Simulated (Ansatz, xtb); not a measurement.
Relative energy of two structures of C3H6F−

Structure a: `[CH2-]CCF`, a singlet. Structure b: a singlet given by its coordinates. Both are isolated ions in the gas phase, relaxed with r2SCAN-D4/def2-SVPD; the shapes shown needn't be the lowest conformers.

a (Å):

```yaml
atoms:
  - { symbol: C, position_ang: [-1.8165, -0.0109, 1.2187] }
  - { symbol: C, position_ang: [-0.7947, -0.7458, 0.3562] }
  - { symbol: C, position_ang: [0.5644, -0.1503, 0.6430] }
  - { symbol: F, position_ang: [1.6480, -0.8258, -0.0520] }
  - { symbol: H, position_ang: [-1.9324, -0.5356, 2.1916] }
  - { symbol: H, position_ang: [-2.8136, -0.0352, 0.7337] }
  - { symbol: H, position_ang: [-0.6938, -1.8593, 0.4804] }
  - { symbol: H, position_ang: [-1.0055, -0.5871, -0.7201] }
  - { symbol: H, position_ang: [0.6043, 0.9044, 0.3348] }
  - { symbol: H, position_ang: [0.8089, -0.2251, 1.7149] }
```

b (Å):

```xyz
10

C    -0.4695    0.1670    1.5417
C    -0.2641    0.5371    0.0684
C     0.2945   -0.5883   -0.7678
F     1.7541   -0.6309   -0.3825
H    -0.8771    1.0060    2.1396
H    -1.1465   -0.7001    1.6199
H     0.4952   -0.1303    1.9828
H     0.3590    1.4781    0.0484
H    -1.2429    0.8063   -0.3789
H     0.3684   -0.1934   -1.8090
```

Close contacts (Å): C1–C2 1.53, C2–C3 1.51, C3–F4 1.51, C1–H5 1.11, C1–H6 1.10, C1–H7 1.10, C2–H8 1.13, C2–H9 1.11, C3–H10 1.12.

Quicker runs give these differences E(b) − E(a): GFN2-xTB −13.44 kcal/mol; HF/STO-3G −9.63 kcal/mol (at GFN2-xTB geometries); r2SCAN-D4/def2-SVPD//GFN2-xTB −2.83 kcal/mol.

Question: Estimate E(b) − E(a) at the level CCSD(T)/def2-SVPD + ΔMP2/def2-TZVPPD.

Answer: Too close to call at this level: CCSD(T)/def2-SVPD + ΔMP2/def2-TZVPPD gives E(b) − E(a) = −0.58 kcal/mol.

How the difference moves with the method:

```tsv
level	geometry	E(b) − E(a) (kcal/mol)	departure from the last row (kcal/mol)	job, with rough time for the two
GFN2-xTB	GFN2-xTB	−13.44	−12.87	optimisation, 0.15 s
HF/STO-3G	GFN2-xTB	−9.63	−9.06	single point, 0.22 s
r2SCAN-D4/def2-SVPD//GFN2-xTB	GFN2-xTB	−2.83	−2.25	single point, 4.1 s
r2SCAN-D4/def2-SVPD	r2SCAN-D4/def2-SVPD	−1.82	−1.24	optimisation, 43 s
HF/def2-SVPD	r2SCAN-D4/def2-SVPD	−1.52	−0.94	part of the CCSD(T) run
MP2/def2-SVPD	r2SCAN-D4/def2-SVPD	−0.63	−0.05	part of the CCSD(T) run
CCSD(T)/def2-SVPD	r2SCAN-D4/def2-SVPD	−1.88	−1.30	single point
CCSD(T)/def2-SVPD + ΔMP2/def2-TZVPPD	r2SCAN-D4/def2-SVPD	−0.58		single point, 56 s
```

The largest departure from CCSD(T)/def2-SVPD + ΔMP2/def2-TZVPPD is that of GFN2-xTB, 12.87 kcal/mol. The last row adds to CCSD(T) the change of the MP2 difference between the two basis sets, here +1.30 kcal/mol.

With harmonic frequencies from r2SCAN-D4/def2-SVPD (ideal gas, rigid rotor, one conformer each, 400 K, 1 atm): on the last row, ΔE + ΔZPE = −0.41, ΔH = −0.52, ΔG = −0.35 kcal/mol.

The correlated steps freeze 4 core orbitals. Run with Ansatz 0.2.0, xtb 6.7.1; the last row on 2 threads of Arm Neoverse V1 on a shared host.
